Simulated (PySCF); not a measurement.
Compound: C4H5NO.
Structure used (GFN2-xTB), in Å, numbered top down from 1:
```
atom  x, y, z in Å
N1    -2.1570    0.4349    0.1493
C2    -1.2743   -0.6699    0.4862
C3     0.1386   -0.3927    0.2909
C4     1.2824   -0.0591    0.0974
C5     2.6371    0.3175   -0.1316
O6     3.0016    1.3883   -0.5422
H7    -1.9404    1.2490    0.7147
H8    -2.0447    0.6959   -0.8247
H9    -1.5538   -1.5333   -0.1284
H10   -1.4386   -0.9342    1.5370
H11    3.3546   -0.4936    0.1104
```

Theory: PySCF, TDDFT wB97X-D/def2-SVPD, vertical, gas phase, core orbitals frozen in the response.

Broadening: Gaussians 0.5 eV wide at half height, area fixed by f = 4.319×10⁻⁹ ∫ε dν̃. The width is an assumption, not a result. The curve ends short of the highest state used, and states not computed would add to its high-energy end.

```tsv
λ (nm)	ε (L mol⁻¹ cm⁻¹)
178.3	5580
183.1	6685
188.0	4046
192.9	1364
197.8	579
202.6	1511
207.5	4121
212.4	7124
217.3	8117
222.1	6473
227.0	3747
231.9	1641
236.8	564
241.6	162
246.5	39
251.4	10
256.3	5
261.1	4
266.0	4
270.9	3
275.8	2
280.6	3
285.5	4
290.4	6
295.3	9
300.2	12
305.0	15
309.9	17
314.8	18
319.7	17
324.5	15
329.4	12
334.3	10
339.2	7
344.0	5
348.9	3
353.8	2
358.7	1
363.5	1
368.4	0
373.3	0
378.2	0
383.0	0
387.9	0
```

(1) Locate the maxima and give the states behind the curve.

(2) On this curve, what absorbance would a 10⁻⁵ mol/L sample give at 254 nm over a 1 cm path?

(3) Coming from long wavelengths, where does ε first pass 100 L mol⁻¹ cm⁻¹?

## Answers

(1) 314 nm (3.95 eV), ε about 18, made up of S1 (100%); 217 nm (5.73 eV), ε about 8200, made up of S3 (100%); 182 nm (6.81 eV), ε about 6800, made up of S5 (98%) (ε in L mol⁻¹ cm⁻¹; maxima over ε = 5, shares over 10%). The states used: S1 3.95 eV (f 0.0003); S2 4.75 eV (f 0.0001); S3 5.73 eV (f 0.151); S4 6.13 eV (f 0.0001); S5 6.81 eV (f 0.123); S6 6.82 eV (f 0.0026); S7 7.43 eV (f 0.0031); S8 7.56 eV (f 0.147).

(2) 254 nm is 4.881 eV, where ε is about 6 L mol⁻¹ cm⁻¹, so A = ε c l ≈ 6e-05 (Beer–Lambert, with the gas-phase spectrum and the assumed width).

(3) At about 243 nm (5.10 eV), 1.15 eV above S1.

On one thread, Arm Neoverse V1, shared host, this took 28 s wall.

One conformer stands for the species.
